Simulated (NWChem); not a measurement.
# BCl2 (SMILES Cl[B]Cl) at UB3LYP/def2-SVP

What is the vertical ionisation energy of BCl2 at UB3LYP/def2-SVP? 

The calculation is run with NWChem 7.3.0.

## Step 1: Starting point

BCl2: 3 atoms, total charge 0, spin state doublet. As SMILES, `Cl[B]Cl`. Geometry: relaxed at PBE0-D4/def2-TZVP.

Bond lengths: Cl1–B2 1.720 Å, B2–Cl3 1.720 Å. Angles: Cl1–B2–Cl3 125.4°.

## Step 2: The response to a field at UB3LYP/def2-SVP

mymol.nw reads:

```
start mymol
title "BCl2 B3LYP"
memory total 2200 mb
geometry noautosym nocenter noautoz
  Cl       0.371500      -1.525600       0.030000
  B       -0.463900      -0.050300      -0.256900
  Cl       0.081500       1.511100       0.213700
end
basis "ao basis" spherical bse
  Cl library def2-SVP
  B library def2-SVP
end
dft
  xc b3lyp
  mult 2
  grid lebedev 35 6
  convergence energy 1e-08
  maxiter 100
  mulliken
  print low
end
property
  response 1 0
end
task dft property
```

Run with:

```
$ nwchem mymol.nw > mymol.out
```

Standard output:

```text
[...]
 d= 0,ls=0.0,diis     1   -944.9100846319 -1.05D+03  1.39D-02  1.12D-01     0.5
[...]
 d= 0,ls=0.0,diis    10   -944.9727073208 -3.89D-09  4.70D-07  5.59D-10     2.9
[...]
         Total DFT energy =     -944.972707320766
      One electron energy =    -1506.691848226873
           Coulomb energy =      519.940083439794
    Exchange-Corr. energy =      -60.580028409588
 Nuclear repulsion energy =      102.359085875901
[...]
      Total Density - Mulliken Population Analysis
     ---------------------------------------------
    Atom       Charge   Shell Charges
 -----------   ------   -------------------------------------------------------
    1 Cl  17    16.99   2.00  1.98  1.28  0.63  5.93  2.18  2.96  0.03
    2 B    5     5.02   1.99  0.90  0.24  1.39  0.40  0.11
    3 Cl  17    16.99   2.00  1.98  1.28  0.63  5.93  2.18  2.96  0.03
[...]
      <S2> =      0.7522 (Exact =     0.7500)
[...]
 Anisotropic =      20.7970287
[...]
```

Run time: 9.6 s. Hardware: 1 thread of Intel Xeon Platinum 8259CL at 2.50GHz (Skylake/Cascade Lake), shared host; peak memory 0.11 GiB.

## Step 3: The singlet cation: the energy at B3LYP/def2-SVP

bcl2.nw reads:

```
start bcl2
memory stack 880 mb heap 220 mb global 1100 mb
charge 1
geometry noautosym nocenter noautoz
   Cl       0.371500      -1.525600       0.030000
   B       -0.463900      -0.050300      -0.256900
   Cl       0.081500       1.511100       0.213700
end
basis spherical bse
   * library def2-SVP
end
dft
   xc b3lyp
   grid lebedev 35 6
   convergence energy 1e-08
   maxiter 100
   mulliken
   noprint "final vectors analysis"
end
task dft energy
```

Run with:

```
$ nwchem bcl2.nw > bcl2.out
```

Standard output:

```text
[...]
          Wavefunction type:  closed shell.
          No. of atoms     :     3
          No. of electrons :    38
[...]
          Charge           :     1
          Spin multiplicity:     1
[...]
          AO basis - number of functions:    50
[...]
              XC Information
              --------------
                         B3LYP Method XC Potential
                     Hartree-Fock (Exact) Exchange  0.200
                        Slater Exchange Functional  0.800 local
                    Becke 1988 Exchange Functional  0.720 non-local
              Lee-Yang-Parr Correlation Functional  0.810
                  VWN I RPA Correlation Functional  0.190 local
[...]
 d= 0,ls=0.0,diis     1   -944.4279915139 -1.05D+03  5.39D-02  2.05D+00     0.4
[...]
 d= 0,ls=0.0,diis    11   -944.6530691943 -1.32D-11  2.87D-07  2.33D-10     2.5
         Total DFT energy =     -944.653069194329
      One electron energy =    -1495.883138325321
           Coulomb energy =      509.062158834512
    Exchange-Corr. energy =      -60.191175579421
 Nuclear repulsion energy =      102.359085875901
[...]
      Total Density - Mulliken Population Analysis
     ---------------------------------------------
    Atom       Charge   Shell Charges
 -----------   ------   -------------------------------------------------------
    1 Cl  17    16.69   2.00  1.98  1.34  0.59  5.93  2.15  2.68  0.03
    2 B    5     4.62   1.99  0.90  0.03  1.32  0.29  0.11
    3 Cl  17    16.69   2.00  1.98  1.34  0.59  5.93  2.15  2.68  0.03
[...]
```

Wall time 3.3 s (1 thread of Intel Xeon Platinum 8259CL at 2.50GHz (Skylake/Cascade Lake), shared host); peak memory 0.11 GiB.

## Step 4: Summary of results

At UB3LYP/def2-SVP:

| quantity | value |
| --- | --- |
| doublet BCl2: total energy | -944.97271 Eh |
| doublet BCl2: ⟨S²⟩ | 0.752 |
| doublet BCl2: mean static polarisability | 30.2 bohr³ |
| singlet cation: total energy | -944.65307 Eh |
| vertical ionisation energy (to the singlet cation) | 8.698 eV |

What this shows: Removing an electron at fixed nuclei costs 8.70 eV (839 kJ/mol). Only the singlet of the ionised species was computed; a triplet could lie lower.
